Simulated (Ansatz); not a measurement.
# B₂+ (doublet): B3LYP, wB97M-V over a scan of the distance B1–B2, cc-pVTZ

How well do these functionals follow the top wave-function level for B₂+ (doublet) over a scan of the distance B1–B2?

Program: Ansatz 0.2.0, Gaussian basis. Level of theory: cc-pVTZ, all electrons in the functionals. These are calculated values, not measurements.

To be run: B3LYP, wB97M-V, at 1.338 Å; 1.563 Å; 1.704 Å; 1.832 Å; 2.057 Å; 2.350 Å; 2.663 Å; 3.089 Å; 3.796 Å; 4.621 Å; 5.909 Å.

16 further runs of the same task are left out: 13 that didn't finish, 3 set aside as unsound or not needed. Runs told in other sessions of the task aren't counted.

## Step 1: What is computed

The geometry derives from a PBE0/def2-TZVP stationary point (not a proven minimum). One bond is set to the value named and the two fragments are kept rigid.

2 atoms, charge 1, spin multiplicity 2.

Atoms are counted from 1 here; the program's logs count them from 0.

Bond lengths: B1–B2 1.704 Å.

No dispersion term is added; wB97M-V holds VV10 nonlocal correlation. B3LYP takes the VWN-RPA correlation.

The geometry shown and the zero of energy belong to the point 1.704 Å. The yardstick, FCI, and other wave-function levels (R restricted, U unrestricted, valence and pair active spaces) come from earlier runs.

## Step 2: B3LYP, 1.338 Å

File in.yaml:

```yaml
crystal:
  periodic: [false, false, false]
  atoms:
    - {symbol: B, position_ang: [0.000000, 0.000000, 0.000000]}
    - {symbol: B, position_ang: [0.000000, 0.000000, 1.338000]}
basis:
  gaussian: {orbitals: cc-pVTZ}
total_charge: 1
magnetization: {spin_polarized: true, initial_magnetization: 1}
hamiltonian: {xc: {name: B3LYP}}
```

Started as:

```sh
$ ansatz run in.yaml --threads 1 --pin off --events-out ev --progress --plain --max-ram 2393MiB
```

The runs that follow: B3LYP, 1.563 Å; B3LYP, 1.704 Å; B3LYP, 1.832 Å; B3LYP, 2.057 Å; B3LYP, 2.350 Å; B3LYP, 2.663 Å; B3LYP, 3.089 Å; B3LYP, 3.796 Å; B3LYP, 4.621 Å; B3LYP, 5.909 Å; wB97M-V, 1.338 Å; wB97M-V, 1.563 Å; wB97M-V, 1.704 Å; wB97M-V, 1.832 Å; wB97M-V, 2.057 Å; wB97M-V, 2.350 Å; wB97M-V, 2.663 Å; wB97M-V, 3.089 Å; wB97M-V, 3.796 Å; wB97M-V, 4.621 Å; wB97M-V, 5.909 Å.

**Question.** What will the summary of the whole plan be? Wanted: span of the FCI curve; largest miss, B3LYP; largest miss, wB97M-V.

The runs gave:

| quantity | value |
| --- | --- |
| span of the FCI curve | 250.6 kJ/mol |
| largest miss, B3LYP | -82.7 kJ/mol (5.909 Å) |
| largest miss, wB97M-V | -69.7 kJ/mol (5.909 Å) |

In words: Of the functionals, wB97M-V keep the smallest largest miss at the points compared (at most 69.7 kJ/mol) and B3LYP strays most (82.7 kJ/mol, at 5.909 Å). B3LYP, wB97M-V clearly break the spin symmetry at some points (⟨S²⟩ up to 0.94 above the pure value), so energy there is bought with a mixed spin. Functionals and the yardstick converge differently with the basis, so part of each miss in cc-pVTZ is the basis.
